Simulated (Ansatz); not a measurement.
# [OH···H···N], quartet: reading a ladder of total energies

Geometry: a point of a hydrogen-transfer path between rigid fragments, not a stationary point.

| atom | x (Å) | y (Å) | z (Å) |
| --- | --- | --- | --- |
| O | -1.1429 | -0.0292 | 0.0000 |
| H | -1.3922 | 0.8974 | 0.0000 |
| H | -0.1039 | -0.0292 | 0.0000 |
| N | 1.4131 | -0.0292 | 0.0000 |

Basis cc-pVDZ; Ansatz 0.2.0. Only valence electrons are correlated (noble-gas cores frozen), which leaves 13 electrons in 36 orbitals. R marks a restricted (for open shells ROHF) determinant, U an unrestricted one.

Full CI isn't at hand for all of this; UCCSDT(Q) serves as the reference, and is uncertain by about the last step of the cluster series.

Runs differ by some tens of microhartree through their thresholds and, for an open shell, their frozen cores, so steps under 0.03 kcal/mol mean nothing.

| level | total energy (hartree) |
| --- | --- |
| UHF | -130.389391 |
| UMP2 | -130.670488 |
| UCCSD | -130.695883 |
| UCCSD(T) | -130.700619 |
| UCCSDT | -130.701039 |
| UCCSDT(Q) | -130.701647 |

Problem. What is the correlation energy at UCCSDT(Q), and what share of it do UMP2 and UCCSDT recover?

Solution. E(corr) = -130.701647 − (-130.389391) = -0.312256 hartree = -8.497 eV. UMP2: -0.281097 / -0.312256 = 90.02 %. UCCSDT: -0.311648 / -0.312256 = 99.81 %.

Problem. By how many kcal/mol does UCCSD(T) miss UCCSDT(Q) (1 hartree = 627.509 kcal/mol), and which steps make up the rest?

Solution. -130.700619 − (-130.701647) = 0.001028 hartree = 0.65 kcal/mol. Steps: UCCSDT − UCCSD(T) = -0.26, UCCSDT(Q) − UCCSDT = -0.38 kcal/mol. That is within 1 kcal/mol of the reference in this basis, which itself misses far more of the correlation at the basis-set limit.
